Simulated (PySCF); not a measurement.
Atoms are numbered as in `[OH:1][CH2:2][C:3]([F:4])([F:5])[F:6]`. Each H is labelled by its parent atom.

[PySCF 2.14: σ from GIAO-PBE0/pcSseg-1; structure optimised with GFN2-xTB; no solvent model; one conformer; equivalent nuclei averaged; no relativistic terms]

Scale: TMS for ¹³C and ¹H; H2O for ¹⁷O; ¹⁹F against CFCl3 (reference shieldings calculated alike).

```tsv
atoms	nucleus	count	Hirshfeld charge	δ (ppm)
C2	¹³C	1	-0.02	67.8
C3	¹³C	1	0.25	133.8
H(O1)	¹H	1	0.17	?
F4/F5/F6	¹⁹F	3	-0.10	-95.8
O1	¹⁷O	1	-0.22	13.7
H(C2)	¹H	2	0.05	?
```

Task: Estimate the values marked ?.

Result: 
- H(C2): 4.22 ppm, hydrogen on an sp3 CH2 bonded to O; its carbon carries O, hence the downfield position
- H(O1): 1.06 ppm, hydrogen on an alcohol oxygen; exchangeable; this is the value without hydrogen bonding to other molecules

Exchangeable OH/NH protons stand at their gas-phase positions; hydrogen bonding in a real sample shifts them, mostly to higher δ. Shifts are as computed. Against solution values, carbons near 30 ppm lie about +3 ppm off and those near 130 ppm about +5 ppm. Of 1211 compounds with measured shifts, 218 miss one by over three times the rms of a fit or turn the order of signals round; such compounds aren't used in these exercises. Unscaled 19F shifts against computed CFCl3 carry errors that often reach 10 to 50 ppm. Experimental scales use liquid or dissolved standards, which lie at an offset from isolated H2O (liquid H2O: subtract about 36 ppm).
